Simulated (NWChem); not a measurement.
System: SiH₃ cation

```xyz
4

Si     0.0000     0.0000     0.0000
H      1.0547     1.0547     0.0000
H      0.3860    -1.4407     0.0000
H     -1.4407     0.3860     0.0000
```
Atoms are numbered in this order, from 1.

Results from NWChem. Pople sets run with spherical d functions. Structure relaxed at the PBE-D3(BJ)/def2-SVP level. Total energies compare along this basis series because the functional is fixed.

```tsv
level	basis functions	energy (Ha)	highest occupied level (eV)	orbital gap (eV)
PBE/STO-3G	12	-287.4531	-15.78	5.96
PBE/3-21G	19	-289.2142	-16.46	5.01
PBE/6-31G*	24	-290.7444	-16.31	5.05
PBE/6-31+G*	28	-290.7450	-16.32	5.05
PBE/6-311G**	44	-290.7740	-16.25	4.99
PBE/6-311++G**	51	-290.7741	-16.25	4.99
```
